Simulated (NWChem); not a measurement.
Total energies of Na

SMILES: [Na]
```xyz
1

Na     0.0000     0.0000     0.0000
```
Charge 0, spin multiplicity 2.

Everything below was run with NWChem.

Basis set: def2-SVP (15 functions).

```tsv
method	total energy (Ha)
UHF	-161.79263
UMP2	-161.79346
UB2PLYP	-162.09797
UPBE	-162.09960
UB3LYP	-162.23086
UCAM-B3LYP	-162.20620
```

Total energies of different functionals aren't comparable as a measure of quality: only differences taken within one method are. 

The correlated methods keep 1 core orbital frozen. B3LYP has NWChem's definition, with VWN1-RPA local correlation. The stability of the SCF solutions was not checked. Open-shell Hartree-Fock references start from PBE0 orbitals.
